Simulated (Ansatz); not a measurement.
# SiH+ (singlet): geometry optimisation

Where does this start of SiH+ (singlet) end when it is relaxed?

Program: Ansatz 0.2.0, Gaussian basis. Level of theory: RKS PBE0/def2-TZVP. These are calculated values, not measurements.

## Step 1: Where the work starts

2 atoms, charge 1, spin multiplicity 1.

Atoms are counted from 1 here; the program's logs count them from 0.

Bond lengths: Si1–H2 1.420 Å.

The start is set by covalent radii. Sticks and bond lists go by distance. 

## Step 2: Relaxation

Contents of in.yaml:

```yaml
crystal:
  periodic: [false, false, false]
  atoms:
    - {symbol: Si, position_ang: [0.000000, 0.000000, 0.000000]}
    - {symbol: H, position_ang: [0.000000, 0.000000, 1.420000]}
basis:
  gaussian: {orbitals: def2-TZVP}
total_charge: 1
hamiltonian: {xc: pbe0}
relax: {f_tol: 0.004, max_steps: 80}
```

On the command line:

```console
> ansatz run in.yaml --threads 1 --pin off --events-out ev --progress --plain --max-ram 2176MiB
```

Q: Predict the outcome of this session. Wanted: energy gained; shift from the start; total energy.

The runs gave:

```
                  quantity          value
                     steps              4
             energy gained       0.091 eV
shift from the start (rms)        0.049 Å
              total energy  -7879.5327 eV
```

In words: The bonds of the start are those of the end. Si1–H2 went from 1.420 to 1.519 Å. No vibrations were run, so this is a stationary point, not a proven minimum, and this spin need not be the ground state's.
